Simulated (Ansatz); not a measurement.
Two shapes of singlet C₃H₅(+).

Shape 1:

```xyz
8

C     0.0000    0.0000   -0.4928
C     0.0000    1.1898    0.2111
C     0.0000   -1.1898    0.2111
H     0.0000    0.0000   -1.5874
H     0.0000    2.1593   -0.3030
H     0.0000    1.2037    1.3086
H     0.0000   -2.1593   -0.3030
H     0.0000   -1.2037    1.3086
```

Shape 2:

```xyz
8

C     0.0349   -0.0051   -0.4573
C     0.0473    1.1773    0.2010
C     0.0473   -1.1769    0.2014
H    -0.0132    0.0381   -1.6170
H     0.0310    2.1855   -0.3323
H     0.0324    1.1994    1.3465
H    -0.0432   -2.1676   -0.2793
H     0.0366   -1.2262    1.2831
```

Basis set: cc-pVDZ (spherical functions). Left uncorrelated: 3 orbitals. Charge 1, multiplicity 1.

Computed with Ansatz (development build ahead of 0.2.0); each method stands on the lowest determinant of its kind that the runs found.

Question: Which shape is lower in energy, and by how much in each method?

Answer:

```json
{"method": "RHF", "E(2) − E(1) (eV)": "0.303"}
{"method": "RHF-MP2", "E(2) − E(1) (eV)": "0.285"}
```

Shape 1 is lower.
